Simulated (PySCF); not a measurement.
Phosphorus: a sound run and one with changed settings

Sound run: P [Ne] 3s2 3p3, P⁺ [Ne] 3s2 3p2. Computed with PySCF 2.14 in pcseg-2 (5s4p2d1f, 34 functions), with the non-relativistic Hamiltonian (point nucleus). In the sound run the correlated levels freeze [Ne]. The sound run starts from symmetry-adapted Hartree-Fock orbitals and uses a fine grid where one is needed.

A second run was set up differently.

| species | method | sound run (hartree) | changed run (hartree) | converged |
| --- | --- | --- | --- | --- |
| P | MP2 | -340.78445 | -340.84509 | yes |
| P | CCSD(T) | -340.80402 | -340.86416 | yes |
| P⁺ | MP2 | -340.40357 | -340.46433 | yes |
| P⁺ | CCSD(T) | -340.42493 | -340.48536 | yes |

Ionisation energy of P:

| method | sound run (eV) | changed run (eV) |
| --- | --- | --- |
| UHF | 9.927 | 9.927 |
| MP2 | 10.364 | 10.361 |
| SCS-MP2 | 10.219 | 10.216 |
| CCSD | 10.292 | 10.286 |
| CCSD(T) | 10.316 | 10.308 |

(1) What was changed?
A. too few SCF iterations
B. basis contracted for another Hamiltonian
C. all electrons correlated in a valence basis
D. a valence shell is frozen

## Answers

(1) C. A valence basis has no tight correlating functions, so it recovers only part of the core correlation, and not evenly between atom and ion.
